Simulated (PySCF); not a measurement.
Species: C3H3F3.
SMILES with atom numbers: `[CH2:1]=[CH:2][C:3]([F:4])([F:5])[F:6]`

The computed photoelectron lines, unassigned: C 1s: 291.50 (area 1), 291.72 (area 1), 298.39 (area 1) eV; F 1s: 694.11 eV.

Computed, not measured: PySCF, delta-SCF UKS SCAN, pcX-2 on the ionised atom, pcseg-1 elsewhere, spin-free X2C. Isolated species at its PBE0-D3(BJ)/def2-SVP geometry, gas phase.

(1) Which carbon gives which C 1s line?

Answers

(1) 291.50 eV: C1 (terminal =CH2 carbon); 291.72 eV: C2 (alkene CH carbon); 298.39 eV: C3 (CF3 carbon). Lowest listed C 1s: C1, bonded to C (double bond) and 2 H. Highest, 6.89 eV above it: C3, bonded to 3 F and C.

Bonded neighbours of each site: C1: C (double bond) and 2 H; C2: C (double bond), C and H; C3: 3 F and C; F4/F5/F6: C.

**Question.** What is the C 1s shift of C2 against C1?

**Answer.** 291.72 − 291.50 = +0.22 eV, or +21 kJ/mol.

One atom of each set of topologically equivalent atoms was ionised and stands for the set; in this conformer not all members are related by symmetry, and their own values weren't computed.

Shape of the structure used: `[CH2:1]=[CH:2][C:3]([F:4])([F:5])[F:6]`: C1–C2–C3–F4 -4°.
